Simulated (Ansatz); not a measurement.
**CHAlO (triplet): from Hartree-Fock to the top rungs, cc-pVDZ**

How much of the correlation energy of CHAlO (triplet) does each wave-function method recover here?

Computed with Ansatz 0.2.0, Gaussian basis. Level: cc-pVDZ, core rule «outside noble gas», up to 7 orbitals frozen.

Plan: UHF; CCSD(T) on ROHF; CCSD(T) on UHF; BCCD(T) on ROHF; CISD; CCSDT(Q) on ROHF; CCSDT(Q) on UHF.

12 further runs of the same task are left out: 4 that didn't finish, 8 set aside as unsound or not needed.

### 1 The geometry

The geometry is a PBE0/def2-TZVP stationary point (not a proven minimum) of the parent state, kept for this charge and spin.

4 atoms, charge 0, spin multiplicity 3.

Atoms are counted from 1 here; the program's logs count them from 0.

Bond lengths: Al1–C2 1.941 Å, C2–O3 1.271 Å, O3–H4 0.981 Å. Angles: Al1–C2–O3 163.8°, C2–O3–H4 112.9°.

### 2 UHF

in.yaml reads:

```yaml
crystal:
  periodic: [false, false, false]
  atoms:
    - {symbol: Al, position_ang: [-0.009921, -0.160643, 2.198879]}
    - {symbol: C, position_ang: [0.147232, -0.100915, 0.265352]}
    - {symbol: O, position_ang: [-0.026358, -0.287752, -0.980243]}
    - {symbol: H, position_ang: [-0.110953, 0.549310, -1.483988]}
basis:
  gaussian: {orbitals: cc-pVDZ}
magnetization: {spin_polarized: true, initial_magnetization: 2}
hamiltonian: {xc: hf}
output: {orbitals: {seedname: orbitals}}
```

The run is started by

```bash
> ansatz run in.yaml --threads 1 --pin off --events-out ev --progress --plain --max-ram 2393MiB
```

Further steps of the session: CCSD(T) on ROHF; CCSD(T) on UHF; BCCD(T) on ROHF; CISD; CCSDT(Q) on ROHF; CCSDT(Q) on UHF.

Before running them: what should the planned runs give, taken together? Wanted: UCCSDT(Q) below the RHF energy; RMP2 from UCCSDT(Q); UMP2 from UCCSDT(Q); RCCSD from UCCSDT(Q); RCCSD(T) from UCCSDT(Q); UCCSD(T) from UCCSDT(Q); RCCSDT(Q) from UCCSDT(Q); T1 diagnostic.

**Answer**, as computed:

```
                         quantity                      value
   UCCSDT(Q) below the RHF energy                -10.0823 eV
              RMP2 from UCCSDT(Q)              +114.6 kJ/mol
              UMP2 from UCCSDT(Q)              +120.9 kJ/mol
             RCCSD from UCCSDT(Q)               +34.3 kJ/mol
          RCCSD(T) from UCCSDT(Q)                +6.2 kJ/mol
          UCCSD(T) from UCCSDT(Q)                +6.3 kJ/mol
         RCCSDT(Q) from UCCSDT(Q)                +0.4 kJ/mol
levels within 1 kcal/mol (43 meV)  RCCSDT, UCCSDT, RCCSDT(Q)
                    T1 diagnostic                      0.030
```

In words: RCCSD(T) lands +6.2 kJ/mol from the yardstick (0.6 % of the correlation energy). These misses are within one basis, not against nature; the frozen cores of restricted and unrestricted runs differ, which can shift their rows.
